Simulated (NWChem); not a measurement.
Si2 in NWChem

```
Si
Si 1 2.1533
```
Charge 0, spin multiplicity 3.

Everything below was run with NWChem. Structure: optimised with UPBE0/def2-SVP, a minimum by its harmonic frequencies.

The correlated methods keep 10 core orbitals frozen. The Pople sets run with spherical d functions. This spin state was chosen for the runs; another may lie lower. The structure started from a generated list of species. The unpaired electrons of the parent sit in orbitals of symmetry ag and b3u (D2h labels of the run); other states weren't searched. The stability of the SCF solutions was not checked.

Worked example. A B2PLYP run in 6-31G* ends its self-consistent part (53 % exact exchange, 47 % B88, 73 % LYP) at -578.50927 Ha, and second-order perturbation theory on those orbitals gives -0.18888 Ha unscaled.

The perturbative term enters with the weight 0.27: -578.50927 + 0.27·(-0.18888) = -578.56027 Ha is the total energy.
